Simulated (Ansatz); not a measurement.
# CH₂FSi radical (SMILES C=[Si]F): one structure at several levels

The task here is to estimate one member of a computed series from the others.

Program: Ansatz 0.2.0, Gaussian basis. Level of theory: single points in def2-TZVPP. These are calculated values, not measurements.

Correlated methods freeze the cores. Orbitals are unrestricted. B3LYP uses VWN-RPA correlation.

## The system as given

SMILES `C=[Si]F`, 5 atoms, charge 0, spin multiplicity 2.

Atoms are counted from 1 here; the program's logs count them from 0.

Bond lengths: C1–Si2 1.799 Å, C1–H4 1.107 Å, C1–H5 1.077 Å, Si2–F3 1.646 Å. Angles: Si2–C1–H4 116.4°, Si2–C1–H5 116.1°, H4–C1–H5 112.9°, C1–Si2–F3 108.7°.

Coordinates:

```xyz
5
charge 0, multiplicity 2
C    -0.1673    0.5641   -0.3681
Si    0.2153   -0.3991    1.1018
F     1.3357   -1.5390    0.7076
H    -0.7410    1.4975   -0.2096
H    -0.5032    0.0059   -1.2261
```

The first run:

Input file run/in.yaml:

```yaml
crystal:
  periodic: [false, false, false]
  atoms:
    - {symbol: C, position_ang: [-0.167300, 0.564100, -0.368100]}
    - {symbol: Si, position_ang: [0.215300, -0.399100, 1.101800]}
    - {symbol: F, position_ang: [1.335700, -1.539000, 0.707600]}
    - {symbol: H, position_ang: [-0.741000, 1.497500, -0.209600]}
    - {symbol: H, position_ang: [-0.503200, 0.005900, -1.226100]}
basis:
  gaussian: {orbitals: def2-TZVPP}
magnetization: {spin_polarized: true, initial_magnetization: 1}
correlation: {method: ccsd_t}
scf: {omitted_lower_state_checks: [cluster_reference]}
output: {forces: true}
```

No record of the launch command was kept for these runs.

Among the steps run: CCSD(T)/def2-TZVPP; PBE0-D4/def2-TZVPP; wB97M-V/def2-TZVPP; r2SCAN-D4/def2-TZVPP; PBE-D4/def2-TZVPP; B3LYP-D4/def2-TZVPP; revPBE-D4/def2-TZVPP.

One of the session's tables, all rows but one given; the rest of the session is left out.

| method | RMS force component (eV/Å) | angle to CCSD(T) forces (°) | dipole (D) |
| --- | --- | --- | --- |
| CCSD(T) | 0.522 | reference | 1.56 |
| PBE0-D4 | 0.493 | 14.6 | 1.57 |
| wB97M-V | 0.465 | 9.3 | 1.64 |
| r2SCAN-D4 | 0.489 | 20.3 | 1.45 |
| PBE-D4 | 0.392 | 38.8 | 1.34 |
| B3LYP-D4 | ? | ? | ? |
| revPBE-D4 | 0.369 | 39.9 | 1.32 |

Q: Estimate the row for B3LYP-D4 from the others.

The run gave: RMS force component (eV/Å): 0.441; angle to CCSD(T) forces (°): 12.4; dipole (D): 1.55. In the column «RMS force component (eV/Å)» it lies between PBE-D4 (0.392) and wB97M-V (0.465).

To keep in mind: The unrestricted reference is spin-contaminated, which hurts MP2 most.
